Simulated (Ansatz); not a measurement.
# CMgN radical: one structure at several levels

A test off equilibrium: a structure displaced at random from a GFN2-xTB minimum is computed at several levels, and each is set against CCSD(T).

The runs use Ansatz 0.2.0, Gaussian basis; single points in def2-TZVPP.

Cores are frozen in the correlated methods. The outer core shell of Li, Na, Mg and K is correlated. Orbitals are unrestricted.

## Step 1: Starting geometry

SMILES `N#[C][Mg]`, 3 atoms, charge 0, spin multiplicity 2.

Atoms are counted from 1 here; the program's logs count them from 0.

Bond lengths: N1–C2 1.143 Å, C2–Mg3 1.926 Å. Angles: N1–C2–Mg3 142.1°.

Geometry (Å):

```xyz
3
CMgN
N    -0.4058    1.2540   -0.0805
C    -0.3167    0.1218   -0.2134
Mg    0.7911   -1.3806    0.2609
```

## Step 2: CCSD(T)/def2-TZVPP

run/in.yaml reads:

```yaml
crystal:
  periodic: [false, false, false]
  atoms:
    - {symbol: N, position_ang: [-0.405800, 1.254000, -0.080500]}
    - {symbol: C, position_ang: [-0.316700, 0.121800, -0.213400]}
    - {symbol: Mg, position_ang: [0.791100, -1.380600, 0.260900]}
basis:
  gaussian: {orbitals: def2-TZVPP}
magnetization: {spin_polarized: true, initial_magnetization: 1}
correlation: {method: ccsd_t}
scf: {omitted_lower_state_checks: [cluster_reference]}
output: {forces: true}
```

No record of the launch command was kept for these runs.

## Step 3: PBE0-D4/def2-TZVPP

Changes to run/in.yaml since step 2:

```diff
@@ -9,4 +9,3 @@
 magnetization: {spin_polarized: true, initial_magnetization: 1}
-correlation: {method: ccsd_t}
-scf: {omitted_lower_state_checks: [cluster_reference]}
-output: {forces: true}
+hamiltonian: {xc: pbe0, dispersion: d4}
+output: {forces: true, orbitals: {seedname: orbitals}}
```

## Step 4: wB97M-V/def2-TZVPP

Changes to run/in.yaml since step 3:

```diff
@@ -9,3 +9,3 @@
 magnetization: {spin_polarized: true, initial_magnetization: 1}
-hamiltonian: {xc: pbe0, dispersion: d4}
-output: {forces: true, orbitals: {seedname: orbitals}}
+hamiltonian: {xc: {name: wB97M-V}}
+output: {forces: true}
```

## Step 5: r2SCAN-D4/def2-TZVPP

Changes to run/in.yaml since step 4:

```diff
@@ -9,3 +9,3 @@
 magnetization: {spin_polarized: true, initial_magnetization: 1}
-hamiltonian: {xc: {name: wB97M-V}}
+hamiltonian: {xc: r2scan, dispersion: d4}
 output: {forces: true}
```

## Step 6: PBE-D4/def2-TZVPP

Changes to run/in.yaml since step 5:

```diff
@@ -9,3 +9,3 @@
 magnetization: {spin_polarized: true, initial_magnetization: 1}
-hamiltonian: {xc: r2scan, dispersion: d4}
+hamiltonian: {xc: pbe, dispersion: d4}
 output: {forces: true}
```

## Step 7: SPW92/def2-TZVPP

Changes to run/in.yaml since step 6:

```diff
@@ -9,3 +9,3 @@
 magnetization: {spin_polarized: true, initial_magnetization: 1}
-hamiltonian: {xc: pbe, dispersion: d4}
+hamiltonian: {xc: lda}
 output: {forces: true}
```

## Step 8: CAM-B3LYP-D4/def2-TZVPP

Changes to run/in.yaml since step 7:

```diff
@@ -9,3 +9,3 @@
 magnetization: {spin_polarized: true, initial_magnetization: 1}
-hamiltonian: {xc: lda}
+hamiltonian: {xc: {name: CAM-B3LYP}, dispersion: d4}
 output: {forces: true}
```

(Steps that only read results are left out.)

What does the calculation give? Wanted: energy less free atoms, CCSD(T)/def2-TZVPP; RMS force component; RMS force error; HOMO and LUMO, PBE0-D4; T1 diagnostic.

The runs gave:

| quantity | value |
| --- | --- |
| energy less free atoms, CCSD(T)/def2-TZVPP | -238.1 kcal/mol |
| RMS force component | 0.824 to 1.485 eV/Å over the methods |
| RMS force error | PBE0-D4 0.704, wB97M-V 0.814, r2SCAN-D4 0.497, PBE-D4 0.036, SPW92 0.422, CAM-B3LYP-D4 1.012 eV/Å |
| HOMO and LUMO, PBE0-D4 | -5.76 and -2.68 eV |
| T1 diagnostic | 0.012 |

In words: Against CCSD(T) the functionals' energies less atoms differ by -56.6 to -9.3 kcal/mol, PBE-D4 by -27.8 kcal/mol. A larger basis would deepen the CCSD(T) value, while the functionals are nearly converged already, so the order here is not reliable. For forces PBE-D4 does best and CAM-B3LYP-D4 worst. Frozen-core CCSD(T) forces in triple zeta carry basis errors of their own, and this is one geometry, so small gaps rank nothing.
